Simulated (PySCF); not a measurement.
# [H···H···SiH2], singlet in 6-31G: errors against full CI

Geometry: a point of a hydrogen-transfer path between rigid fragments, not a stationary point.

| atom | x (Å) | y (Å) | z (Å) |
| --- | --- | --- | --- |
| H | -2.4199 | 0.0549 | 0.0000 |
| H | -1.6749 | 0.0549 | 0.0000 |
| Si | 0.0961 | 0.0549 | 0.0000 |
| H | 0.7083 | -0.8194 | 1.0900 |
| H | 0.7083 | -0.8194 | -1.0900 |

Basis 6-31G; PySCF 2.14.0. Correlated methods freeze the noble-gas cores, which leaves 8 electrons in 16 orbitals. R marks a restricted (for open shells ROHF) determinant, U an unrestricted one.

Full CI is exact within this basis and frozen core; it isn't the basis-set limit. The frozen core follows each run's orbitals, which can shift R against U totals by a few meV.

* UHF ⟨S²⟩: 0.307
* T1 diagnostic (ROHF- or RHF-based CCSD): 0.0122
* largest doubles amplitude (ROHF- or RHF-based CCSD): 0.117

```csv
level,E − E(RHF) (eV)
RMP2,-1.7878
RCCSD,-2.5257
RCCSD(T),-2.5531
```

Task: Estimate how far full CI in 6-31G lies from RCCSD(T). The table doesn't fix it; the size of (T) and the diagnostics are the guide.

Result: Full CI in 6-31G lies 1.2 kJ/mol below RCCSD(T), which is 44 % of the (T) step (-2.6 kJ/mol). RHF is unstable towards spin polarisation, and the rest is a large part of (T).

The other levels:

```csv
level,E − E(full CI) (kJ/mol),share of correlation (%),wall time
RCCSDT,0.2,99.90,–
RCCSDT(Q),0.1,99.97,1 s
```

The correlation energy at full CI, counted from RHF, is -2.565 eV. The search over symmetries took 4.5 min on 1 thread of Intel Xeon, shared host; the state has 1,656,848 determinants.

Run but not shown, since their state, orbitals or frozen core can't be matched to the reference's or they repeat it: UHF, UMP2, UCCSD, UCCSD(T), UCCSDT.

Times are those of the correlated step on a shared host, with one SCF added for the restricted CCSD run; they ran on 1 thread of Intel Xeon.

The full-CI state has the irrep A' of Cs, in the program's axes.

Natural occupations of full CI about the gap: 1.976 1.970 1.961 1.913 0.068 0.040 0.028 0.018 0.008 0.005; effectively unpaired electrons, Σ n²(2−n)², 0.07.
